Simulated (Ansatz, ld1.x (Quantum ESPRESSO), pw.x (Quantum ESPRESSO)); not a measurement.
oxygen: does the RRKJ potential hold in the solid?

ld1.x (Quantum ESPRESSO) 7.5 input, shortened:

```
&input
   title='O', zed=8., rel=1, dft='PW', iswitch=3,
   config='[He] 2s2 2p4 3d-2'
 /
 &inputp
   pseudotype=2, tm=.false., lloc=2,
   nlcc=.false.
 /
3
2S  1  0   2.00   0.00  0.85  0.85  0.0
2P  2  1   4.00   0.00  1.25  1.25  0.0
3D  3  2  -2.00   0.05  1.25  1.25  0.0
 &test
   configts(1)='2s2 2p4'
 /
```

Atomic tests: cutoffs needed: 110 Ry and 140 Ry (the cutoffs (Ry, on a coarse ladder) from which the occupation-weighted sum of valence levels, in a spherical-Bessel basis at the reference potential, stays within 10 and 1 mRy of its value at 400 Ry); ghost test: no extra level below or beside the all-electron valence levels (s, p, d, f tested) (spherical-Bessel basis up to 400 Ry, 20 bohr box); largest excitation error: +1556 meV (all-electron minus pseudo) for 2s2 2p0, out of 7 test configurations.

Crystal test: bcc O in pw.x 7.5, no spin, 18³ k-points, Fermi–Dirac smearing 0.01 Ry, cutoffs 170/680 Ry. The lattice is a test structure that the element need not adopt, and mesh and smearing are coarse. Spin polarisation is left out.

pw.x input:

```
&control
  calculation='scf', prefix='x', pseudo_dir='./', outdir='./tmp', tstress=.true., disk_io='none'
/
&system
  ibrav=0, nat=1, ntyp=1, ecutwfc=170, ecutrho=680, nbnd=10,
  occupations='smearing', smearing='fd', degauss=0.01
/
&electrons
  conv_thr=1e-09, mixing_beta=0.4, electron_maxstep=70
/
ATOMIC_SPECIES
O 1.0 O.UPF
CELL_PARAMETERS angstrom
  -1.20553003 1.20553003 1.20553003
  1.20553003 -1.20553003 1.20553003
  1.20553003 1.20553003 -1.20553003
ATOMIC_POSITIONS crystal
O 0.0000 0.0000 0.0000
K_POINTS automatic
18 18 18 0 0 0
```

```bash
pw.x < O.scf.in > O.scf.out
```

Question: How does the run end?

Answer: It converges; the pressure is 1.44 GPa against 1.25 GPa from all-electron LAPW.  The log shows:

```
Message from routine setup:
     using ibrav=0 with symmetry is DISCOURAGED, use correct ibrav instead
     lattice parameter (alat)  =       3.9458  a.u.
     unit-cell volume          =      47.2923 (a.u.)^3
     number of electrons       =         6.00
     number of Kohn-Sham states=           10
     kinetic-energy cutoff     =     170.0000  Ry
     charge density cutoff     =     680.0000  Ry
     scf convergence threshold =      1.0E-09
     Exchange-correlation= PW
     number of k points=   195  Fermi-Dirac smearing, width (Ry)=  0.0100
     iteration #  1     ecut=   170.00 Ry     beta= 0.40
     total energy              =     -31.60225825 Ry
     estimated scf accuracy    <       0.00025258 Ry
     iteration #  2     ecut=   170.00 Ry     beta= 0.40
     total energy              =     -31.60227882 Ry
     estimated scf accuracy    <       0.00007188 Ry
     iteration #  3     ecut=   170.00 Ry     beta= 0.40
     total energy              =     -31.60228280 Ry
     estimated scf accuracy    <       0.00000445 Ry
     iteration #  4     ecut=   170.00 Ry     beta= 0.40
     total energy              =     -31.60228300 Ry
     estimated scf accuracy    <          3.7E-09 Ry
     iteration #  5     ecut=   170.00 Ry     beta= 0.40
     the Fermi energy is     6.8126 ev
!    total energy              =     -31.60228300 Ry
     estimated scf accuracy    <          4.5E-10 Ry
     smearing contrib. (-TS)   =      -0.00343655 Ry
     The total energy is F=E-TS. E is the sum of the following terms:
     one-electron contribution =      -0.64808730 Ry
     hartree contribution      =       4.35290198 Ry
     xc contribution           =      -6.54918098 Ry
     ewald contribution        =     -28.75448015 Ry
     convergence has been achieved in   5 iterations
          total   stress  (Ry/bohr**3)                   (kbar)     P=       14.41
     Message from routine punch:
     Nothing written, as per user request (disk_io='none')
```
